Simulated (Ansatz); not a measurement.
in.yaml

```yaml
crystal:
  periodic: [false, false, false]
  atoms:
    - {symbol: B, position_ang: [0.000000, 0.000000, 1.551119]}
    - {symbol: Al, position_ang: [0.000000, 0.000000, -0.528209]}
    - {symbol: H, position_ang: [0.000000, -1.411327, -1.248716]}
    - {symbol: H, position_ang: [0.000000, 1.411327, -1.248716]}
basis:
  gaussian: {orbitals: 6-31G}
magnetization: {spin_polarized: false, initial_magnetization: 2}
correlation: {method: fci, electrons: outside_noble_gas}
```

```sh
$ ansatz run in.yaml --threads 1 --pin off --events-out ev --progress --plain --max-ram 2393MiB
```

(1) Roughly how long does this take on 1 thread of Intel Xeon Platinum 8488C, shared host, and how much host memory?

```
573 factors; integrals over basis functions are off by at most 1.6e-7 eV
mean field evaluation 1: about -7279.2622 eV, gradient 9.1e0 eV
mean field evaluation 2: about -7279.2683 eV, gradient 9.1e0 eV
mean field evaluation 4: about -7280.8944 eV, gradient 2.2e0 eV
mean field evaluation 8: about -7281.0964 eV, gradient 1.0e-1 eV
mean field evaluation 16: about -7280.6016 eV, gradient 2.1e-2 eV
mean field evaluation 32: about -7281.0964 eV, gradient 1.1e-1 eV
mean field -7281.09649203 eV, -267.5753607776 hartree, gradient 3.8e-6 eV, S^2 2.000000; 6 other end points of the search recorded, 0 dependent functions left out
mean field evaluation 64: about -7280.6139 eV, gradient 5.0e-1 eV
determinant -7281.09649203 eV, -267.5753607776 hartree, with singles and doubles -7283.37505331 eV, -267.6590963602 hartree
determinant -7280.60160660 eV, -267.5571740736 hartree, with singles and doubles -7282.71378805 eV, -267.6347953103 hartree
6 core orbitals not correlated: weight in the atoms' cores, before any rotation towards them, 1.000 or more for the frozen orbitals, at most 0.000 for the correlated occupied ones
reference -7281.09649203 eV, -267.5753607776 hartree; 5, 3 occupied and 15, 17 virtual orbitals, 573 factors
state -7283.45756097 eV, -267.6621284606 hartree
Total energy: -7283.45756097 eV, -267.6621284606 hartree
```

Natural occupations: 1.9688 1.9570 1.9300 0.9921 0.9826 0.0427 0.0380 0.0274 0.0192 0.0171 0.0060 0.0049 0.0040 0.0033 0.0031 0.0012 0.0009 0.0008 0.0007 0.0002.

Results:

(1) 61 s wall and 0.68 GiB.
